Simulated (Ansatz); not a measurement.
Input for Ansatz (development build ahead of 0.2.0):

```yaml
crystal:
  periodic: [false, false, false]
  atoms:
    - { symbol: "N", position_ang: [-0.07275, 0.05929, -0.01443] }
    - { symbol: C, position_ang: [0.27475, 0.43519, -1.10094] }
    - { symbol: O, position_ang: [0.52784, 0.82199, -2.15494] }
basis:
  gaussian: { orbitals: def2-SVP }
magnetization:
  spin_polarized: true
  initial_magnetization: 1
hamiltonian:
  xc: hf
output:
  forces: true
```

The input is written out in the form of the current development build from the run's settings.

Results

```yaml
Converged: yes
Total_energy: -166.99288 hartree
Spin_squared_of_the_determinant: 0.831
Stability_test: minimum
```

Forces (eV/Å):
```csv
atom,Fx,Fy,Fz
N1,-0.012,-0.302,0.709
C2,-0.313,0.203,-0.279
O3,0.325,0.099,-0.429
```
